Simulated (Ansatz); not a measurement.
# C₃H₅NO: up Jacob's ladder to CCSD(T)

The task here is to estimate one member of a computed series from the others.

Computed with Ansatz 0.2.0, Gaussian basis. Level: functionals in def2-TZVPP, the program's frozen cores in correlated methods.

The runs, in order: PBE-D4, r2SCAN-D4, PBE0-D4, B3LYP-D4, ωB97X-V, ωB97M-V, B2PLYP; CCSD(T)/def2-TZVPP; CCSD(T)/def2-QZVPP; extrapolation to the limit.

### Structure used throughout

The geometry comes from an earlier relaxation with PBE0-D4 in a triple-zeta def2 set; it is a stationary point, not always the lowest conformer.

SMILES `COCC#N`, 10 atoms, charge 0, spin multiplicity 1.

Atoms are counted from 1 here; the program's logs count them from 0.

Bond lengths: C1–O2 1.406 Å, C1–H6 1.098 Å, C1–H7 1.098 Å, C1–H8 1.089 Å, O2–C3 1.395 Å, C3–C4 1.459 Å, C3–H9 1.101 Å, C3–H10 1.101 Å, C4–N5 1.148 Å. Angles: O2–C1–H6 111.4°, O2–C1–H7 111.4°, O2–C1–H8 107.0°, H6–C1–H7 108.7°, H6–C1–H8 109.1°, H7–C1–H8 109.1°, C1–O2–C3 111.6°, O2–C3–C4 109.6°, O2–C3–H9 111.6°, O2–C3–H10 111.6°, C4–C3–H9 108.3°, C4–C3–H10 108.2°, H9–C3–H10 107.3°, C3–C4–N5 178.1°.

The first run:

The input, in.yaml:

```yaml
crystal:
  periodic: [false, false, false]
  atoms:
    - {symbol: C, position_ang: [-0.884967, 1.021594, 0.707085]}
    - {symbol: O, position_ang: [-0.576292, 0.237675, -0.418655]}
    - {symbol: C, position_ang: [0.566932, -0.534335, -0.209342]}
    - {symbol: C, position_ang: [0.845400, -1.330778, -1.399584]}
    - {symbol: N, position_ang: [1.094038, -1.972119, -2.318903]}
    - {symbol: H, position_ang: [-0.070826, 1.718827, 0.945330]}
    - {symbol: H, position_ang: [-1.083722, 0.396957, 1.588022]}
    - {symbol: H, position_ang: [-1.781090, 1.589787, 0.463292]}
    - {symbol: H, position_ang: [1.447292, 0.092538, 0.000049]}
    - {symbol: H, position_ang: [0.443255, -1.220146, 0.642726]}
basis:
  gaussian: {orbitals: def2-TZVPP}
hamiltonian: {xc: pbe, dispersion: d4}
output: {forces: true, orbitals: {seedname: orbitals}}
```

Command:

```console
$ ansatz run in.yaml --threads 2 --pin off --events-out ev --progress --plain --max-ram 32768MiB --backend cpu
```

Steps of the session up to this table: PBE-D4 (GGA); r2SCAN-D4 (meta-GGA); PBE0-D4 (hybrid); B3LYP-D4 (hybrid); ωB97X-V (range-separated); ωB97M-V (range-separated); B2PLYP (double hybrid); CCSD(T) in def2-TZVPP; CCSD(T) in def2-QZVPP.

One table of the session follows, with a row left open; its other results are not shown here.

| method | atoms, summed (eV) | atomisation energy (kJ/mol) |
| --- | --- | --- |
| PBE-D4 | -6678.431 | 4294.4 |
| r2SCAN-D4 | -6684.151 | 4145.5 |
| PBE0-D4 | -6679.952 | 4171.8 |
| B3LYP-D4 | -6688.272 | 4158.1 |
| ωB97X-V | -6685.755 | 4156.8 |
| ωB97M-V | -6685.280 | 4165.0 |
| B2PLYP | ? | ? |
| HF/def2-TZVPP | -6661.207 | 2881.1 |
| MP2/def2-TZVPP | -6673.041 | 4136.5 |
| CCSD/def2-TZVPP | -6675.596 | 3954.8 |
| CCSD(T)/def2-TZVPP | -6675.901 | 4032.9 |
| MP2/CBS | -6675.214 | 4246.8 |
| CCSD(T)/CBS | -6677.823 | 4139.4 |

Estimate the missing values for B2PLYP.

**Answer.** atoms, summed (eV): -6682.990; atomisation energy (kJ/mol): 4123.9. In the column «atoms, summed (eV)» it lies between r2SCAN-D4 (-6684.151) and PBE0-D4 (-6679.952).

Caveats from the session: Free atoms (3 C, 1 O, 1 N, 5 H) were run apart at each level; the atomisation energy is their sum less the molecule, without zero-point or spin-orbit terms.
